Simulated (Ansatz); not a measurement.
# CH2ClFO: basis-set convergence

How large a basis does CH2ClFO need? Two functionals are run in growing sets.

Program: Ansatz 0.2.0, Gaussian basis. Level of theory: one geometry, several basis sets. These are calculated values, not measurements.

The runs, in order: PBE0-D4/def2-SVP; ωB97M-V/def2-SVP; PBE0-D4/def2-QZVPP; ωB97M-V/def2-QZVPP; the functionals' def2-TZVPP values are taken from earlier runs.

## 1. Structure used throughout

An earlier PBE0-D4 in a triple-zeta def2 set relaxation fixed the geometry.

SMILES `OC(F)Cl`, 6 atoms, charge 0, spin multiplicity 1.

Atoms are counted from 1 here; the program's logs count them from 0.

Bond lengths: O1–C2 1.346 Å, O1–H5 0.965 Å, C2–F3 1.357 Å, C2–Cl4 1.794 Å, C2–H6 1.088 Å. Angles: C2–O1–H5 109.3°, O1–C2–F3 111.5°, O1–C2–Cl4 112.4°, O1–C2–H6 109.1°, F3–C2–Cl4 106.8°, F3–C2–H6 109.3°, Cl4–C2–H6 107.6°.

## 2. PBE0-D4 in def2-SVP

The input, in.yaml:

```yaml
crystal:
  periodic: [false, false, false]
  atoms:
    - {symbol: O, position_ang: [0.504013, 0.977058, -0.218336]}
    - {symbol: C, position_ang: [0.086605, -0.212692, 0.253836]}
    - {symbol: F, position_ang: [0.593105, -1.241066, -0.471904]}
    - {symbol: Cl, position_ang: [-1.699426, -0.378660, 0.209471]}
    - {symbol: H, position_ang: [0.156415, 1.106978, -1.109436]}
    - {symbol: H, position_ang: [0.401389, -0.315517, 1.290269]}
basis:
  gaussian: {orbitals: def2-SVP}
hamiltonian: {xc: pbe0, dispersion: d4}
output: {orbitals: {seedname: orbitals}}
```

Started as:

```
$ ansatz run in.yaml --threads 2 --pin off --events-out ev --progress --plain --max-ram 4352MiB
```

After this run come: ωB97M-V in def2-SVP; PBE0-D4 in def2-QZVPP; ωB97M-V in def2-QZVPP.

Before running them: what should the planned runs give, taken together? Wanted: PBE0-D4: double and triple zeta above quadruple; ωB97M-V: double and triple zeta above quadruple.

As calculated:

| quantity | value |
| --- | --- |
| PBE0-D4: double and triple zeta above quadruple | 12.12, 0.68 eV |
| ωB97M-V: double and triple zeta above quadruple | 12.21, 0.65 eV |

PBE0-D4 gains 11.44 eV from double to triple zeta, then 0.68 eV more. Total energies overstate the basis error of differences, where much of it tends to cancel. The LUMO of ωB97M-V is positive and keeps falling with the basis (3.18 to 1.76 eV): an unbound level that the basis holds in place.
